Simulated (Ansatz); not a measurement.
Relaxing Ta₂Ti

Computed with DFT PBE, scalar-relativistic, plane waves, PAW (Ansatz 0.2.0). Cutoff 420 eV, Γ-centred k mesh, Gaussian smearing, no spin polarisation in the final step.

The start puts Ta₂Ti on the marcasite structure type (Pnnm, No. 58), with Ti in place of Fe, Ta in place of S, at a guessed volume.

```
Ti Ta
1.0
     4.54723    0.00000    0.00000
     0.00000    5.54985    0.00000
     0.00000    0.00000    3.46459
Ti Ta
2 4
Direct
  0.00000 0.00000 0.00000
  0.50000 0.50000 0.50000
  0.20040 0.37870 0.00000
  0.79960 0.62130 0.00000
  0.70040 0.12130 0.50000
  0.29960 0.87870 0.50000
```

Cell and atoms relax at zero pressure; the relaxation can't lower the symmetry of the start. After a coarse first stage the cell is made exact in the group found at 0.06 Å.

Formation energies are uncorrected and refer to the elements' standard structures at the same level.

Task: What does it relax into?

Result: It ends in Immm (No. 71). Conventional cell: a = 2.780 Å, b = 4.664 Å, c = 8.386 Å. Ti is coordinated by 2 Ti at 2.78 Å, 2 Ta at 2.79 Å and 8 Ta at 3.05 Å; Ta is coordinated by 3 Ta at 2.78–2.80 Å, 1 Ti at 2.79 Å, 4 Ta at 3.05 Å and 4 Ti at 3.05 Å.

```cif
data_structure
_symmetry_space_group_name_H-M 'Immm'
_symmetry_Int_Tables_number 71
_cell_length_a 2.7802
_cell_length_b 4.6639
_cell_length_c 8.3861
_cell_angle_alpha 90.000
_cell_angle_beta 90.000
_cell_angle_gamma 90.000
_cell_volume 108.74
loop_
_atom_site_label
_atom_site_type_symbol
_atom_site_symmetry_multiplicity
_atom_site_Wyckoff_symbol
_atom_site_fract_x
_atom_site_fract_y
_atom_site_fract_z
_atom_site_occupancy
Ti1 Ti 2 a 0.00000 0.00000 0.00000 1
Ta1 Ta 4 i 0.50000 0.50000 0.83303 1
```

Task: What are its volume, energy, density and gap?

Result: The volume per atom is 18.12 Å³. The density is 12.51 g/cm³ and the energy over the elements is 0.13 eV/atom. The gap on the 20×20×20 mesh is 0 eV (a metal).

The final run used a 20×20×20 mesh on its 3-atom cell and 0.10 eV smearing. For metals, differences of a few meV/atom aren't resolved. Spin–orbit coupling is left out. Symmetry constrained the relaxation, so the result can be a saddle point.

Cost: 3 runs of about 19 core-minutes in all, on AMD EPYC 7R43 (Zen 3) (shared hosts).